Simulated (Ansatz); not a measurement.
Born–Oppenheimer molecular dynamics of H₄Si (5 atoms, charge 0, multiplicity 1). It starts from a relaxed structure.

These are results of UKS r2SCAN-D4/cc-pVDZ (Ansatz), not measurements.

| Item | Value |
| --- | --- |
| ensemble | NVE (velocity Verlet) |
| time step | 0.5 fs |
| steps asked | 166 |
| starting velocities drawn for | 500 K |
| masses | H 2.014 u |
| seed | 235100 |

First frame:

```xyz
5
Properties=species:S:1:pos:R:3
Si 0.000 0.000 0.000
H 0.975 -0.693 0.897
H -1.341 0.045 0.661
H -0.106 -0.746 -1.292
H 0.472 1.394 -0.266
```

Task: What does the run give?

Result: All steps were run.

```json
{"steps done": "166", "time covered": "83 fs", "mean temperature over the second half": "266 K", "spread of the potential energy over the second half": "8.7 meV per atom", "mean potential energy of the second half above the start": "18.3 meV per atom"}
```

The conserved energy stayed within 0.14 meV per atom of its start (net change 0.016 meV per atom), so the integration is sound. The temperature averaged 0.53 of the 500 K drawn at the start: a run that starts near a minimum puts about half its kinetic energy into the potential. A run of 0.083 ps of so small a system gives no equilibrium averages.

Task: What happens to the structure?

Result: The same pairs are bonded in the first frame and the last. Pairs count as bonded within 1.25 times the sum of covalent radii (0.12 Å more for H–H). The details hang on the random start.

Task: How do temperature and energy run in time?

Result: 
```tsv
time (fs)	T (K)	potential energy less start (eV)	conserved less start (meV/atom)
0.0	500	0.000	0.00
4.0	200	0.117	0.12
8.0	221	0.108	0.07
12.0	230	0.105	0.04
16.0	38	0.180	0.14
20.0	396	0.040	0.01
24.0	303	0.077	0.09
28.0	271	0.089	0.09
32.0	369	0.051	0.02
36.0	40	0.179	0.13
40.0	219	0.109	0.05
44.0	271	0.089	0.06
48.0	206	0.115	0.11
52.0	471	0.011	0.02
56.0	212	0.112	0.10
60.0	174	0.127	0.09
64.0	257	0.094	0.03
68.0	55	0.173	0.14
72.0	390	0.043	0.03
76.0	335	0.064	0.07
80.0	233	0.104	0.11
```

Run time: 3.9 min on 1 CPU thread of a shared host.
